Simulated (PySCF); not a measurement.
# SF₄: calculation against measurement

Isolated SF₄, optimised in PySCF with density fitting and no spin–orbit coupling; def2 sets carry scalar-relativistic core potentials from Rb on. All levels below give a singlet of C2v symmetry: B3LYP/def2-TZVP S–F 1.566 Å (×2), S–F 1.668 Å (×2); BP86/def2-TZVP S–F 1.588 Å (×2), S–F 1.688 Å (×2); PBE0/def2-SVP S–F 1.581 Å (×2), S–F 1.658 Å (×2).

Counting electrons, sulfur keeps 2 of its valence electrons outside its bonds, so the VSEPR class is AX4E1 and the expected shape is see-saw (C2v), as computed.

**Question.** The measured dipole moment is 0.632 D (NIST CCCBDB Release 22 (SRD 101), experimental dipoles). What do the calculations give?

**Answer.** B3LYP/def2-TZVP 0.71 D, BP86/def2-TZVP 0.65 D, PBE0/def2-SVP 0.97 D. The measured value is a vibrational average, and the basis lacks diffuse functions.
